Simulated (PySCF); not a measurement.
**Two-dimensional NMR puzzle**

Compound of formula C₃H₄F₂. Correlations simulated from computed shifts and couplings:

HSQC (one-bond C–H):
| δH | δC | 1J(C,H) (Hz) |
| --- | --- | --- |
| 3.84 | 60.4 | 200 |
| 1.22 | 9.7 | 167 |
| 0.72 | 9.7 | 172 |

COSY cross peaks (|J| ≥ 2 Hz):
| δH | δH | abs. J (Hz) | bonds |
| --- | --- | --- | --- |
| 3.84 | 1.22 | 4.2 | 3 |
| 3.84 | 0.72 | 8.0 | 3 |
| 1.22 | 0.72 | 9.9 | 2 |

HMBC (two and three bonds, |J| ≥ 2.5 Hz):
| δH | δC [abs. J in Hz] |
| --- | --- |
| 3.84 | 60.4 [3.5] |
| 1.22 | 60.4 [5.0] |

Method: couplings computed with B3LYP/pcJ-1, shieldings: GIAO HF/pcSseg-2, coordinates at the PBE0-D3(BJ)/def2-SVP level, in PySCF 2.14.0 with density-fitted response routines (non-relativistic, one computed conformer, no solvent, rapidly exchanging positions averaged).

Chemical shifts δ = σref − σ; 1H (σ = 31.68 ppm), 13C (σ = 191.47 ppm) against TMS, all at this level.

Exchangeable hydrogens are left out of these lists, and C,H couplings along chains are those of one rotamer, so weak HMBC peaks may be missing or extra.

**Question.** Work out the connectivity.

**Answer.** `[C@@H]1(F)[C@H](F)C1`.

Numbering as in the mapped SMILES `[F:1][C@@H:2]1[CH2:3][C@@H:4]1[F:5]`; H(Xn) means a hydrogen on atom n. Ha(C3) is cis to F1 on the ring; Hb(C3) is trans to F1 on the ring.

- δC 60.4 is C2/C4, a three-membered-ring carbon (δH 3.84).
- δC 9.7 is C3, a three-membered-ring carbon (δH 1.22, 0.72).
- COSY links 3.84–1.22, 3.84–0.72, 1.22–0.72.

Common functionals overestimate the size of one-bond C–F couplings by tens of Hz; these are unscaled. Unscaled 3J(H,H) at this level run about 10 % above measured values. Shifts are as computed, not scaled to solution data. Of 1211 compounds with measured shifts, 218 miss one by over three times the rms of a fit or turn the order of signals round; such compounds aren't used in these exercises.
